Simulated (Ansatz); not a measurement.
**Al₂H₂+ (doublet): from Hartree-Fock to the top rungs, def2-QZVPP**

One table from this session's results is given with a row withheld; the runs are named, their logs left out.

Computed with Ansatz 0.2.0, Gaussian basis. Level: def2-QZVPP, core rule «outside noble gas», up to 10 orbitals frozen.

To be run: UHF; ROHF; CCSD(T) on UHF.

2 further runs of the same task are left out: 2 set aside as unsound or not needed.

## The system

The geometry is a PBE0/def2-TZVP stationary point (not a proven minimum) of the parent state, kept for this charge and spin.

4 atoms, charge 1, spin multiplicity 2.

Atoms are counted from 1 here; the program's logs count them from 0.

Bond lengths: Al1–Al2 2.545 Å, Al1–H3 1.589 Å, Al1–H4 1.589 Å. Angles: Al2–Al1–H3 116.8°, Al2–Al1–H4 116.8°, H3–Al1–H4 126.5°.

The first run:

Input file in.yaml:

```yaml
crystal:
  periodic: [false, false, false]
  atoms:
    - {symbol: Al, position_ang: [0.000000, 0.000000, -1.200958]}
    - {symbol: Al, position_ang: [0.000000, 0.000000, 1.344142]}
    - {symbol: H, position_ang: [0.000000, 1.418400, -1.916458]}
    - {symbol: H, position_ang: [0.000000, -1.418400, -1.916458]}
basis:
  gaussian: {orbitals: "def2-QZVPP.json"}
total_charge: 1
magnetization: {spin_polarized: true, initial_magnetization: 1}
hamiltonian: {xc: hf}
output: {orbitals: {seedname: orbitals}}
```

Launch:

```bash
ansatz run in.yaml --threads 1 --pin off --events-out ev --progress --plain --max-ram 4096MiB --backend cpu
```

Among the steps run: UHF; ROHF; CCSD(T) on UHF.

One of the session's tables, all rows but one given; the rest of the session is left out.

| method | from UCCSD(T) (meV) |
| --- | --- |
| ROHF | +3989.8 |
| UHF | +3857.2 |
| UMP2 | +867.0 |
| UCCSD | ? |
| UCCSD(T) | 0 |

Estimate the missing values for UCCSD.

**Answer.** from UCCSD(T) (meV): +93.3. In the column «from UCCSD(T) (meV)» it lies between UCCSD(T) (0) and UMP2 (+867.0).
